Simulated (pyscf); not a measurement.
Thermochemistry of product channels of Cl–GeH: [singlet] + H₂O on the singlet surface, in kcal/mol, from ωB97M-D3(BJ)/def2-TZVP energies (ideal gas, 1 atm, RRHO with modes under 100 cm⁻¹ raised to 100, one conformer, R ln 2 for rigid chiral ones). Structures and frequencies: ωB97X-D3(BJ)/def2-SVP in PySCF.

```json
[
 {"products": "HO–GeH: [singlet] + HCl", "ΔE": "…", "ΔH(298 K)": "+6.8", "ΔG(600 K)": "+8.3", "ΔG(900 K)": "+8.8"},
 {"products": "O=GeH–Cl + H₂", "ΔE": "+23.2", "ΔH(298 K)": "+19.1", "ΔG(600 K)": "+23.5", "ΔG(900 K)": "+25.1"},
 {"products": "HO–Ge:–Cl [singlet] + H₂", "ΔE": "-23.6", "ΔH(298 K)": "-25.7", "ΔG(600 K)": "-21.7", "ΔG(900 K)": "-20.4"},
 {"products": "HO–GeH₂–Cl", "ΔE": "-33.3", "ΔH(298 K)": "-32.9", "ΔG(600 K)": "-12.3", "ΔG(900 K)": "…"}
]
```

Question: Complete the blanks.

Answer: 
- HO–GeH: [singlet] + HCl, ΔE: +8.2
- HO–GeH₂–Cl, ΔG(900 K): -2.4

The channel to HO–GeH₂–Cl turns unfavourable between 298 and 1200 K (ΔG from -22.6 kcal/mol to +7.0 kcal/mol).

These are energies of the channels, which say nothing of barriers. Elements up to Kr have no core potential and no relativistic terms here.
